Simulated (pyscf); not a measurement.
`[OH][Nb]([Cl])([Cl])([Cl])[Cl]` → `[O]=[Nb]([Cl])([Cl])[Cl]` + `[ClH]` (elimination; singlet surface; H–O, Cl–Nb broken, Cl–H formed). PySCF, gas phase, ωB97X-D3(BJ)/def2-SVP geometries. Rate constants from transition-state theory at the high-pressure limit, ωB97M-D3(BJ)/def2-TZVP energies (ideal gas, 1 atm, RRHO with modes under 100 cm⁻¹ raised to 100, one conformer, R ln 2 for rigid chiral ones; no tunnelling), k in s⁻¹.

```
T (K)  1000/T  log10 k
-----  ------  -------
298     3.354     2.68
600     1.667        ?
900     1.111     9.68
1200    0.833    10.56
```

**Question.** Fit an Arrhenius line to the three values, give the activation energy, and predict k at 600 K.

**Answer.** Least squares gives log10 k = 13.16 − 3.12 × 1000/T, so Ea = 3.12 × ln 10 × 1.987 = 14.3 kcal/mol, against an electronic barrier of 17.4. At 600 K the line gives 7.96; the computed value is 7.92 (ΔG‡ = 14.2 kcal/mol), close to the line. One saddle was located; it need not be the lowest between these sides. Elements past Kr carry the def2 core potentials, without spin-orbit coupling.
